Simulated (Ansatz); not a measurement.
# C₂H₅Cl (singlet): from Hartree-Fock to the top rungs, cc-pV(D+d)Z

One table from this session's results is given with a row withheld; the runs are named, their logs left out.

Computed with Ansatz 0.2.0, Gaussian basis. Level: cc-pV(D+d)Z, core rule «outside noble gas», up to 7 orbitals frozen.

Plan: UHF; CCSD(T) on RHF; BCCD(T) on RHF; CISD; CCSDT(Q) on RHF; CASSCF and MRCISD+Q, 8 electrons in 8 orbitals; CASSCF and NEVPT2, 8 electrons in 8 orbitals.

14 further runs of the same task are left out: 1 that didn't finish, 13 set aside as unsound or not needed.

## The geometry

The geometry is an MP2(full)/6-31G* stationary point (not a proven minimum).

8 atoms, charge 0, spin multiplicity 1.

Atoms are counted from 1 here; the program's logs count them from 0.

Bond lengths: C1–C2 1.514 Å, C1–Cl3 1.789 Å, C1–H4 1.090 Å, C1–H5 1.090 Å, C2–H6 1.094 Å, C2–H7 1.091 Å, C2–H8 1.091 Å. Angles: C2–C1–Cl3 111.4°, C2–C1–H4 111.5°, C2–C1–H5 111.5°, Cl3–C1–H4 106.8°, Cl3–C1–H5 106.8°, H4–C1–H5 108.6°, C1–C2–H6 109.5°, C1–C2–H7 110.9°, C1–C2–H8 110.9°, H6–C2–H7 108.5°, H6–C2–H8 108.5°, H7–C2–H8 108.5°.

The first run:

The input, in.yaml:

```yaml
crystal:
  periodic: [false, false, false]
  atoms:
    - {symbol: C, position_ang: [0.094654, 0.894570, 0.000000]}
    - {symbol: C, position_ang: [1.600481, 0.734766, 0.000000]}
    - {symbol: Cl, position_ang: [-0.728899, -0.693036, 0.000000]}
    - {symbol: H, position_ang: [-0.250325, 1.428583, 0.885248]}
    - {symbol: H, position_ang: [-0.250325, 1.428583, -0.885248]}
    - {symbol: H, position_ang: [2.071557, 1.721811, 0.000000]}
    - {symbol: H, position_ang: [1.933900, 0.191184, 0.885398]}
    - {symbol: H, position_ang: [1.933900, 0.191184, -0.885398]}
basis:
  gaussian: {orbitals: "cc-pV(D+d)Z.json"}
magnetization: {spin_polarized: true, initial_magnetization: 0}
hamiltonian: {xc: hf}
output: {orbitals: {seedname: orbitals}}
```

Started as:

```bash
$ ansatz run in.yaml --threads 1 --pin off --events-out ev --progress --plain --max-ram 4096MiB --backend cpu
```

Among the steps run: UHF; CCSD(T) on RHF; BCCD(T) on RHF; CISD; CCSDT(Q) on RHF; CASSCF and MRCISD+Q, 8 electrons in 8 orbitals; CASSCF and NEVPT2, 8 electrons in 8 orbitals.

One table of the session follows, with a row left open; its other results are not shown here.

```
           method  from RCCSDT(Q) (meV)
              RHF              +13306.6
             RMP2               +1574.0
             CISD               +1958.0
            RCCSD                     ?
         RCCSD(T)                 +42.9
          BCCD(T)                 +42.2
           RCCSDT                 +22.3
        RCCSDT(Q)                     0
  CASSCF frontier              +11235.4
  NEVPT2 frontier               +1800.6
  MRCISD frontier               +1429.9
MRCISD+Q frontier                +192.2
```

Q: Estimate the row for RCCSD from the others.

**Answer.** from RCCSDT(Q) (meV): +383.1. In the column «from RCCSDT(Q) (meV)» it lies between MRCISD+Q frontier (+192.2) and MRCISD frontier (+1429.9).
